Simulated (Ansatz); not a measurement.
We consider α-phase B, described by r²SCAN+rVV10 (PAW; Ansatz, a quantum-chemistry and plane-wave program).

Run with plane-wave cutoff 560 eV, 8×8×8 k mesh, Fermi–Dirac smearing 0.01 eV, scalar-relativistic PAW data made under PBE.

Computed at the level's own relaxed cell.

```xyz
12
Lattice="4.4015 -2.4473 -0.0028 4.4015 2.4473 -0.0028 3.0432 0.0000 4.0126" Properties=species:S:1:pos:R:3 pbc="T T T"
B      2.9538     1.5767     0.0382
B      2.0787     0.0000     2.6252
B      2.9538    -1.5767     0.0382
B      8.8923    -1.5767     3.9689
B      9.7674     0.0000     1.3819
B      8.8923     1.5767     3.9689
B      4.4228     1.0052     0.8834
B      3.8649     0.0000     2.5326
B      4.4228    -1.0052     0.8834
B      7.4233    -1.0052     3.1237
B      7.9812     0.0000     1.4745
B      7.4233     1.0052     3.1237
```

List the 27 lowest band energies at Γ above −25 eV (eV, relative to the valence band maximum), grouping those that round alike.

At Γ: -17.22, -11.17, -10.91 (×2), -9.64, -9.01 (×2), -8.71, -6.90 (×2), -6.85, -5.83, -4.68 (×2), -1.43, -0.94 (×2), -0.39, 1.61, 4.89 (×2), 5.09 (×2), 6.74, 8.24 (×2), 9.68.
